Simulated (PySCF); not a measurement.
Molecule: `C[C@H](F)CCF`, C$_{4}$H$_{8}$F$_{2}$.

Molfile (atoms numbered from 1):
```
C4H8F2
     RDKit          3D

 14 13  0  0  0  0  0  0  0  0999 V2000
   -1.4602    0.1974   -0.8558 C   0  0  0  0  0  0  0  0  0  0  0  0
   -0.7370   -0.0573    0.4439 C   0  0  2  0  0  0  0  0  0  0  0  0
   -1.1833    0.8601    1.3848 F   0  0  0  0  0  0  0  0  0  0  0  0
    0.7705    0.0680    0.3459 C   0  0  0  0  0  0  0  0  0  0  0  0
    1.4633   -0.1975    1.6613 C   0  0  0  0  0  0  0  0  0  0  0  0
    1.2252   -1.4915    2.0659 F   0  0  0  0  0  0  0  0  0  0  0  0
   -2.5470    0.1230   -0.7075 H   0  0  0  0  0  0  0  0  0  0  0  0
   -1.1639   -0.5377   -1.6183 H   0  0  0  0  0  0  0  0  0  0  0  0
   -1.2312    1.2063   -1.2317 H   0  0  0  0  0  0  0  0  0  0  0  0
   -0.9861   -1.0592    0.8349 H   0  0  0  0  0  0  0  0  0  0  0  0
    1.0271    1.0855    0.0046 H   0  0  0  0  0  0  0  0  0  0  0  0
    1.1440   -0.6366   -0.4149 H   0  0  0  0  0  0  0  0  0  0  0  0
    1.0791    0.4849    2.4370 H   0  0  0  0  0  0  0  0  0  0  0  0
    2.5531   -0.0547    1.5703 H   0  0  0  0  0  0  0  0  0  0  0  0
  1  2  1  0
  2  3  1  0
  2  4  1  0
  4  5  1  0
  5  6  1  0
  1  7  1  0
  1  8  1  0
  1  9  1  0
  2 10  1  1
  4 11  1  0
  4 12  1  0
  5 13  1  0
  5 14  1  0
M  END
```

Geometry PBE0-D3(BJ)/def2-SVP throughout; GIAO in PySCF, gas phase, one conformer, non-relativistic; equivalent atoms averaged; functional PBE0.

Question: How do the shifts δ (against TMS, CFCl3 at the same level) depend on the basis set? (a selection of nuclei; ppm; last column core-seconds on shared hosts with different chips, so compare them loosely)

Answer: 
| basis set | functions | C5 | C4 | C1 | F6 | H13 | H10 | H14 | H11 | H7/H8/H9 | core-s |
| --- | --- | --- | --- | --- | --- | --- | --- | --- | --- | --- | --- |
| STO-3G | 38 | 58.0 | 26.7 | 20.1 | -148.5 | 2.18 | 2.06 | 2.02 | 0.89 | 0.89 | 6.4 |
| 6-31G | 70 | 74.8 | 38.8 | 22.7 | -253.3 | 4.98 | 5.12 | 4.40 | 1.44 | 1.38 | 14 |
| 6-31G* | 100 | 74.8 | 37.8 | 22.0 | -233.0 | 4.80 | 5.00 | 4.38 | 1.27 | 1.21 | 19 |
| def2-SVP | 124 | 75.1 | 38.3 | 21.4 | -221.7 | 4.53 | 4.62 | 4.17 | 1.12 | 1.13 | 22 |
| pcSseg-1 | 142 | 79.3 | 40.7 | 23.0 | -247.8 | 4.80 | 4.76 | 4.48 | 1.23 | 1.32 | 13 |
| 6-311+G(2d,p) | 210 | 77.8 | 40.5 | 21.7 | -249.1 | 4.73 | 4.89 | 4.36 | 1.38 | 1.21 | 48 |
| def2-TZVP | 234 | 79.8 | 41.2 | 22.4 | -246.5 | 4.68 | 4.86 | 4.33 | 1.38 | 1.21 | 66 |

Question: Which nucleus among those listed moves most, in ppm?

Answer: F6 (fluorine on an sp3 carbon): from -253.3 ppm with 6-31G to -148.5 ppm with STO-3G. The smallest spread is 0.49 ppm, at H7/H8/H9. Proton shifts span only some 12 ppm, so a few tenths of a ppm matter as much there as several ppm in carbon.

Question: Taking the largest basis, def2-TZVP (234 functions), as the yardstick, rank the others by their worst heavy-atom deviation.

Answer: pcSseg-1 1.3 ppm (142 functions), 6-311+G(2d,p) 2.7 ppm (210 functions), 6-31G 6.8 ppm (70 functions), 6-31G* 13.5 ppm (100 functions), def2-SVP 24.7 ppm (124 functions), STO-3G 98.0 ppm (38 functions).

A small basis that lands close on one nucleus may do so by chance; judge by the trend and by all nuclei.
